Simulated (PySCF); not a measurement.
Fill in the blanks.

Species: [S5]2- (charge -2).
Z-matrix (Å and degrees, PBE0-D3(BJ)/def2-SVP geometry), rows numbered from 1:
```
S 
S   1  2.0626
S   2  2.1372  1  114.19
S   3  2.1372  2  116.62  1    94.17
S   4  2.0625  3  114.18  2    93.37
```

| property | level | value |
| --- | --- | --- |
| point group | PBE0-D3(BJ)/def2-SVP | ? |
| rotational constants A, B, C | PBE0-D3(BJ)/def2-SVP | ? |
| HOMO energy | PBE0/pcSseg-1 | 3.07 eV |
| LUMO energy | PBE0/pcSseg-1 | ? |
| isotropic shieldings of nuclei other than C and H, by class | GIAO PBE0/pcSseg-1 | 21 (S3), 182 (S2/S4), 357 (S1/S5) ppm |

The electronic properties come from PySCF, for the isolated species, density fitting. Whether so highly charged an anion holds all its electrons in the gas phase wasn't checked; a finite basis holds them in any case. The ion is multiply charged and computed without counter-ions or solvent. The geometry's basis has no diffuse functions, a weakness for an anion. The HOMO energy is positive, so at this level the finite basis confines the outermost electrons. No diffuse functions stand in pcSseg-1, which bears on an anion's orbital energies.

Give the LUMO energy.

6.50 eV.

Give the rotational constants A, B, C.

4.807, 0.589, 0.581 GHz.

The point group?

C2.

The rotational constants make it an asymmetric top with κ = (2B − A − C)/(A − C) = -1.00, nearer the prolate limit (−1). With B = h/(8π²I), that is 505.379 GHz u Å² over I, the principal moments of inertia are 105.1, 857.6 and 870.0 u Å² (most abundant isotopes); the inertial defect Ic − Ia − Ib is -92.7 u Å² (zero for a rigid planar frame, negative otherwise).

One conformer stands for the species.
